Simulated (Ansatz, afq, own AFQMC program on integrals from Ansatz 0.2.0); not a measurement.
Two steps: Ansatz 0.2.0 writes the Fock matrix and Cholesky factors of the valence space, and afq projects on them the lowest state that overlaps trial and start.

```yaml
crystal:
  periodic: [false, false, false]
  atoms:
    - {symbol: C, position_ang: [-1.270874, -1.481505, 0.917896]}
    - {symbol: O, position_ang: [-0.340443, -0.930826, 0.025546]}
    - {symbol: Ge, position_ang: [0.482926, 0.631306, 0.253075]}
    - {symbol: C, position_ang: [1.216323, 1.029471, -1.521290]}
    - {symbol: Br, position_ang: [-1.168372, 2.222903, 0.773859]}
    - {symbol: H, position_ang: [-1.794894, -2.302631, 0.403584]}
    - {symbol: H, position_ang: [-0.782905, -1.902181, 1.815725]}
    - {symbol: H, position_ang: [-2.024497, -0.743362, 1.246113]}
    - {symbol: H, position_ang: [1.707488, 2.011169, -1.512054]}
    - {symbol: H, position_ang: [1.938704, 0.248406, -1.796385]}
    - {symbol: H, position_ang: [0.379543, 1.032050, -2.235069]}
basis:
  gaussian: {orbitals: def2-SVP}
magnetization: {spin_polarized: true, initial_magnetization: 1}
correlation: {method: ccsd_t, electrons: outside_noble_gas, hamiltonian_folder: ham}
```

```sh
$ ansatz run in.yaml --threads 1 --pin off --events-out ev --progress --plain --max-ram 16896MiB --backend cuda --devices 0, --max-vram 18GiB
```

Options of the walk:

```
--method phaseless --trial cisd --walkers 800 --populations 20 --least-time 60 --time-step 0.005 --steps-per-block 50 --equilibration-blocks 28 --max-blocks 4000 --target-error 0.00034 --factor-cut 1e-05 --start spin_pure --seed 4773 --release-times 0.21,0.42,0.63,0.9 --release-step 0.03 --release-every 5 --taylor-order 6
```

Times are imaginary, in 1/Eh. The walk had a cap of 355 s. With eight or more populations the least sampling time is a fifth of least-time, and the error comes from their spread. Filled inner d shells are frozen with the cores.

Output of the walk:

```
orbitals 105  electrons 16 15  factors 928 of 1353
reference energy -4801.21956613 Eh
CCSD correlation -0.72047477 Eh in 14 cycles, weight of the determinant in the CISD state 0.7717
energy of the start -4801.939250 Eh
 block  time / (1/Eh)  mean weight  energy / Eh
     1     0.250  0.9996  -4801.908377
     2     0.500  0.9998  -4801.923398
     3     0.750  0.9993  -4801.935048
     4     1.000  0.9998  -4801.944372
     5     1.250  1.0008  -4801.951100
     7     1.750  1.0006  -4801.959935
     9     2.250  0.9993  -4801.953969
    13     3.250  1.0000  -4801.961184
    19     4.750  1.0002  -4801.971747
    25     6.250  0.9996  -4801.959772
    31     7.750  0.9991  -4801.959477
    37     9.250  1.0004  -4801.957903
    40    10.000  1.0011  -4801.953685
    43    10.750  0.9998  -4801.966998
    49    12.250  1.0004  -4801.959169
    55    13.750  1.0006  -4801.962986
    61    15.250  1.0002  -4801.962443
    67    16.750  0.9999  -4801.963374
    73    18.250  0.9998  -4801.964418
    76    19.000  0.9996  -4801.971540
    79    19.750  1.0003  -4801.964483
    85    21.250  1.0003  -4801.956364
    91    22.750  0.9989  -4801.957859
    97    24.250  0.9979  -4801.961891
   103    25.750  1.0002  -4801.962984
   109    27.250  1.0013  -4801.960902
   115    28.750  0.9998  -4801.964709
   121    30.250  0.9999  -4801.961439
   127    31.750  1.0000  -4801.956098
   133    33.250  0.9995  -4801.960713
   139    34.750  1.0000  -4801.964670
   145    36.250  0.9992  -4801.965384
   151    37.750  1.0011  -4801.963865
   157    39.250  0.9996  -4801.966832
error from the spread of 20 populations
released: time / (1/Eh)  energy / Eh  error  mean overlap
  0.21  -4801.963698  0.000670  0.9964
  0.42  -4801.963494  0.000629  0.9964
  0.63  -4801.963648  0.000524  0.9865
  0.90  -4801.963548  0.000893  0.9834
energy -4801.962356 +/- 0.000507 Eh
(rows thinned)
```

The run passed its tests (sampling time, drift between the halves within three errors, error under three times the target), which doesn't prove that it has relaxed, ending at its cap on processor time.

Against this walk (error 13.8 meV) on the same determinant: CCSD(T) 57.2 meV higher. The error is statistical and leaves out the bias of the constraint. Released to 0.90 1/Eh the energy moves by -32 ± 28 meV (both errors), within twice the noise.

Cautions: constraint bias not in the error; error above the target (13.8 against 9.3 meV); no relativity below Rb; no spin-orbit coupling; inner d shell frozen.

The walk took 5.9 min on 1 × NVIDIA H100 80GB HBM3 with 2 threads of AMD EPYC 7R13 Processor (Zen 3), on a shared host (the card was shared). The log's last line is the phaseless energy.
